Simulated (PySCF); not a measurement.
Gas-phase reaction: SiCl2F2 + Cl = SiCl3 + F2

Computed with PySCF (xtb for GFN2) and rigid-rotor harmonic-oscillator thermochemistry at 1 bar. † marks an energy on the PBE0/def2-TZVP geometry and frequencies; other levels use their own. CCSD(T) freezes the core. Open shells (unrestricted): Cl (multiplicity 2, electronic degeneracy 6), SiCl3 (multiplicity 2); the rest are closed-shell singlets. GFN2 has no spin-polarisation term. Spin-orbit splitting is ignored; it lowers the true energy and changes the entropy of Cl. B3LYP is the form with VWN-RPA correlation. CCSD(T) isn't extrapolated to the basis-set limit; its ΔH°(298 K) is 660.9 kJ in def2-SVP and 689.1 kJ in def2-TZVPP. The harmonic model lacks anharmonicity and excited electronic states, which grow with temperature; levels with a mode under 35 cm⁻¹ are left out.

| level | ΔE electronic, kJ | ΔH°(298 K), kJ | ΔS°(298 K), J/K | ΔG°(2000 K), kJ |
|---|---|---|---|---|
| B3LYP/def2-TZVP† | 669 | 664 | 31 | 614 |
| CCSD(T)/def2-SVP† | 666 | 661 | 31 | 611 |
| GFN2-xTB | 538 | 532 | 28 | 486 |
| PBE0/def2-QZVP† | 660 | 655 | 31 | 605 |
| r2SCAN/def2-TZVP† | 657 | 652 | 31 | 602 |
ΔH° is lowest at GFN2-xTB and highest at B3LYP/def2-TZVP†. No reference value is set beside these.
